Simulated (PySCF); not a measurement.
## How methods differ on the electron affinity of B

B⁻ [He] 2s2 2p2 (3P) → B [He] 2s2 2p1 (2P), as a difference of total energies. Calculation: PySCF 2.14, in aug-cc-pVDZ-DK; the spin-free X2C one-electron Hamiltonian (Gaussian nucleus). Correlated levels: valence: 1s2 frozen. The calculations carry no spin-orbit coupling.

```json
{"method": "UHF", "electron affinity (eV)": "-0.302"}
{"method": "PBE", "electron affinity (eV)": "0.595"}
{"method": "PBE0", "electron affinity (eV)": "0.467"}
{"method": "r2SCAN", "electron affinity (eV)": "0.577"}
{"method": "TPSSh", "electron affinity (eV)": "0.407"}
{"method": "B3LYP", "electron affinity (eV)": "0.450"}
{"method": "HSE06", "electron affinity (eV)": "0.467"}
{"method": "MP2 (valence)", "electron affinity (eV)": "0.142"}
{"method": "SCS-MP2 (valence)", "electron affinity (eV)": "0.006"}
```

**Question.** Estimate what PBEsol gives.

**Answer.** 0.583 eV, closest to r2SCAN among the rows shown.

**Question.** Estimate what LDA gives.

**Answer.** 0.716 eV, closest to PBE among the rows shown.

Errors of the correlated levels include the incompleteness of this basis and the frozen core.

A negative affinity means that the anion lies above the atom at that level of theory.

In the anion the highest occupied orbital energy is positive at LDA, PBE, PBE0, r2SCAN, TPSSh, B3LYP, PBEsol, HSE06, a self-interaction effect; the basis confines that electron, and the energy difference can still be sensible.

For comparison: 0.280 eV (measured; photodetachment measurements, as compiled on the Wikipedia data page of electron affinities).
